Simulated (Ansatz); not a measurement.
Rutile SnO2 was calculated with r²SCAN+SOC (Ansatz, an electronic-structure program, PAW).

Settings: plane-wave cutoff 560 eV, 8×8×10 k mesh (along the axes of the cell as run), Fermi–Dirac smearing 0.01 eV, PAW data made under PBE.

Shape and atoms are relaxed at each volume.

The direct gap at Γ against volume; x = 100 ln(V/12.083 Å³). One gap is withheld.

```json
[
 {"V (Å³/atom)": "11.600", "x": "-4.08", "gap (eV)": "2.240"},
 {"V (Å³/atom)": "11.842", "x": "-2.01", "gap (eV)": "2.001"},
 {"V (Å³/atom)": "12.083", "x": "0.00", "gap (eV)": "1.777"},
 {"V (Å³/atom)": "12.325", "x": "1.98", "gap (eV)": "1.568"},
 {"V (Å³/atom)": "12.567", "x": "3.93", "gap (eV)": "?"}
]
```

Q: Fit a straight line to the rows shown, give the volume deformation potential and predict the withheld gap.

A: Means of the 4 rows: x̄ = -1.027, ȳ = 1.8965 eV. Σ(x − x̄)(y − ȳ) = -2.2620 and Σ(x − x̄)² = 20.384, so the slope is -0.1110 eV per unit of x, and dE_g/d ln V = -11.1 eV. At x = 3.93: 1.8965 + (-0.1110) × (3.93 − (-1.027)) = 1.346 eV. The run gives 1.375 eV, 0.029 eV above the line, as the curve bends the same way over all rows.

Measured, for comparison: band gap 3.81 eV (zero-point renormalisation of 215 meV (computed, non-adiabatic AHC, without the lattice-expansion part) added back here to the 1.8 K gap of; inputs from Miglio et al. (2020), arXiv:2011.12765). Computed (rounded) less measured: band gap -2.03 eV.

Note: the bulk modulus comes from volumes at which shape and atoms were relaxed.
